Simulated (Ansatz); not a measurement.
# AlSi (doublet): wave-function methods side by side at distance Si1–Al2 = 4.547 Å, cc-pVTZ

An exercise on one series of results from a longer session: the logs are not shown, and one member is left open.

Method: cc-pVTZ, core rule «outside noble gas», up to 10 orbitals frozen; program: Ansatz 0.2.0, Gaussian basis.

The runs, in order: UHF; CCSD(T) on ROHF; BCCD(T) on ROHF; CISD; CCSDT(Q) on ROHF; CCSDT(Q) on UHF; CASSCF and MRCISD+Q, 3 electrons in 3 orbitals; CASSCF and NEVPT2, 3 electrons in 3 orbitals; CASSCF and MRCISD+Q, 7 electrons in 8 orbitals; CASSCF and NEVPT2, 7 electrons in 8 orbitals.

38 further runs of the same task are left out: 3 for a known fault of the program, 31 that didn't finish, 4 set aside as unsound or not needed.

## The system

The geometry derives from a PBE0/def2-TZVP stationary point (not a proven minimum). One bond is set to the value named and the two fragments are kept rigid.

2 atoms, charge 0, spin multiplicity 2.

Atoms are counted from 1 here; the program's logs count them from 0.

No contacts short enough for the rule that draws bonds.

Set-up of the first run:

in.yaml

```yaml
crystal:
  periodic: [false, false, false]
  atoms:
    - {symbol: Si, position_ang: [0.000000, 0.000000, 0.000000]}
    - {symbol: Al, position_ang: [0.000000, 0.000000, 4.547000]}
basis:
  gaussian: {orbitals: cc-pVTZ}
magnetization: {spin_polarized: true, initial_magnetization: 1}
hamiltonian: {xc: hf}
output: {orbitals: {seedname: orbitals}}
```

The run is started by

```sh
$ ansatz run in.yaml --threads 1 --pin off --events-out ev --progress --plain --max-ram 2393MiB
```

Steps of the session up to this table: UHF; CCSD(T) on ROHF; BCCD(T) on ROHF; CISD; CCSDT(Q) on ROHF; CCSDT(Q) on UHF; CASSCF and MRCISD+Q, 3 electrons in 3 orbitals; CASSCF and NEVPT2, 3 electrons in 3 orbitals; CASSCF and MRCISD+Q, 7 electrons in 8 orbitals; CASSCF and NEVPT2, 7 electrons in 8 orbitals.

One table of the session follows, with a row left open; its other results are not shown here.

| method | from RCCSDT(Q) (meV) |
| --- | --- |
| ROHF | +5316.1 |
| RMP2 | +1741.4 |
| CISD | +1093.0 |
| RCCSD | +353.9 |
| RCCSD(T) | +64.0 |
| BCCD(T) | +110.6 |
| RCCSDT | +48.4 |
| RCCSDT(Q) | 0 |
| CASSCF pair | +3844.0 |
| NEVPT2 pair | +991.9 |
| MRCISD pair | +418.2 |
| MRCISD+Q pair | -21.9 |
| CASSCF valence | +2819.5 |
| NEVPT2 valence | +853.2 |
| MRCISD valence | +321.9 |
| MRCISD+Q valence | ? |

Q: Estimate the row for MRCISD+Q valence from the others.

The run gave: from RCCSDT(Q) (meV): +98.3. In the column «from RCCSDT(Q) (meV)» it lies between RCCSD(T) (+64.0) and BCCD(T) (+110.6).

Not comparable, so not listed: CCSDT(Q) on UHF (they don't share determinant, frozen orbitals or solution with the rows shown, or repeat one).

Limits of these values: The report flags that the cluster equations may have other roots. The program flags RCCSD(T), BCCD(T), RCCSDT(Q) as in doubt, so the zero of the table is itself unsure.
